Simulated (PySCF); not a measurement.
These compounds are isomers of formula C3H5F2N.

A. `[H]/N=C\CC(F)F`
B. SMILES FC(F)[C@@H]1CN1
C. SMILES C/N=C/C(F)F

Spectrum 1. 1H NMR (500 MHz, computed): δ 4.88 (td, J = 62.5, 7.7 Hz, 1H), 2.00 (m, 1H), 1.79 (dd, J = 6.8, 2.3 Hz, 1H), 1.42 (dd, J = 2.8, 2.7 Hz, 1H), -0.29 (br s, 1H). 13C{1H} NMR (computed): δ 123.4 (CH, dd, J = 304.2, 295.0 Hz), 30.4 (CH, dd, J = 37.8, 31.8 Hz), 21.1 (CH2, d, J = 6.1 Hz).

Spectrum 2. 1H NMR (500 MHz, computed): δ 7.62 (dtq, J = 6.8, 2.7, 2.3 Hz, 1H), 5.76 (td, J = 62.5, 6.8 Hz, 1H), 3.57 (td, J = 4.3, 2.3 Hz, 3H). 13C{1H} NMR (computed): δ 163.3 (CH, t, J = 35.0 Hz), 118.1 (CH, t, J = 297.6 Hz), 50.6 (CH3).

Spectrum 3. 1H NMR (500 MHz, computed): δ 10.35 (br s, 1H), 7.71 (tt, J = 6.2, 1.0 Hz, 1H), 5.66 (tt, J = 64.4, 4.6 Hz, 1H), 2.35 (tdd, J = 15.8, 6.2, 4.6 Hz, 2H). 13C{1H} NMR (computed): δ 173.3 (CH, t, J = 5.4 Hz), 117.3 (CH, t, J = 305.5 Hz), 51.8 (CH2, t, J = 18.6 Hz).

[PySCF 2.14: geometry: PBE0-D3(BJ)/def2-SVP; J couplings at B3LYP/pcJ-1 (spin–dipole term left out of most H,H and C,H couplings); shielding tensors at PBE0/pcSseg-1 (GIAO); no solvent model; single conformer; relativity neglected; averaged over atoms made equivalent by symmetry, fast rotation or ring inversion]

Scale: 1H (σ = 31.27 ppm) and 13C (σ = 184.41 ppm) against TMS (reference shieldings calculated alike). Multiplet labels drop J under 1 Hz and among equivalent protons, and merge close values. Unscaled 3J(H,H) run several per cent high. Vicinal couplings that depend on rotamer populations or ring flexing (ring, CH–CH, X–H and H–F types) are those of the one conformer. One-bond C–F couplings are unscaled and too large by tens of Hz. Shifts are as computed. Against solution values, carbons near 30 ppm lie about +2 ppm off and those near 130 ppm about +5 ppm. Of 1211 compounds with measured shifts, 218 miss one by over three times the rms of a fit or turn the order of signals round; such compounds aren't used in these exercises. Across acyclic CH2–CH2 and CH–CH2 bonds, 3J(H,H) assumes equally populated rotamers. OH and NH positions are gas-phase values without hydrogen bonding to other molecules.

**Question.** Which spectrum belongs to which compound?

**Answer.** 1–B, 2–C, 3–A.

- Spectrum 1 (B): 3 13C signals; δC 123.4 is an sp3 CH bonded to 2 F; δC 30.4 is an aziridine ring carbon.
- Spectrum 2 (C): 3 13C signals; δC 118.1 is an sp3 CH bonded to 2 F; δC 50.6 is a methyl carbon bonded to N.
- Spectrum 3 (A): 3 13C signals; δC 117.3 is an sp3 CH bonded to 2 F; δC 51.8 is an sp3 CH2.
